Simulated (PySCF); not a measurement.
CS(OH)2 at several levels of theory

All levels use the PBE0 minimum (singlet; C–O 1.320 Å, C–O 1.336 Å, C–S 1.626 Å, O–H 0.967 Å (×2); C–O–H 106.8°, C–O–H 109.3°, O–C–O 110.7°, O–C–S 124.4°, O–C–S 124.8°), basis [C def2-TZVP, S def2-TZVP, O def2-TZVP, H def2-TZVP], no relativity, density fitting, no spin–orbit coupling, PySCF. For vertical energies the ionised species is a doublet (spins chosen at PBE0 and kept). Atomisation goes to high-spin ground-configuration atoms, without zero-point energy. Open shells are unrestricted, also as the reference of the correlated levels. A dash marks a value that was not computed or is not defined at that level.

| level | atomisation (kJ/mol) | vertical IP (eV) | −ε(HOMO) (eV) | gap (eV) | dipole (D) |
| --- | --- | --- | --- | --- | --- |
| PBE0 | 2327 | 9.31 | 6.89 | 6.02 | 3.35 |
| HF | 1461 | 8.20 | 9.73 | 12.85 | 3.59 |
| MP2 | 2318 | 9.42 | – | – | – |
| PBE | 2432 | 9.27 | 5.63 | 3.82 | 3.29 |
| CCSD(T) | 2220 | – | – | – | – |
| r2SCAN | 2347 | 9.27 | 5.89 | 4.25 | 3.41 |
| B3LYP | 2294 | 9.36 | 6.64 | 5.53 | 3.27 |
| TPSSh | 2281 | 9.26 | 6.22 | 4.87 | 3.36 |
| LC-wPBE | 2311 | 9.36 | 9.64 | 11.04 | 3.45 |
| M06 | 2330 | 9.34 | 6.81 | 6.02 | 3.25 |

For CS(OH)₂ itself CCSD(T) correlates 24 electrons; T1 = 0.016, D1 = 0.063, (T) = -95 kJ/mol.

(1) Which levels differ least and most from CCSD(T) in the atomisation?

Results:

(1) Least: TPSSh (+61 kJ/mol); most: HF (-759 kJ/mol). CCSD(T) atomisation energies in a triple-zeta basis lie tens of kJ/mol low, so this is no ranking by accuracy.
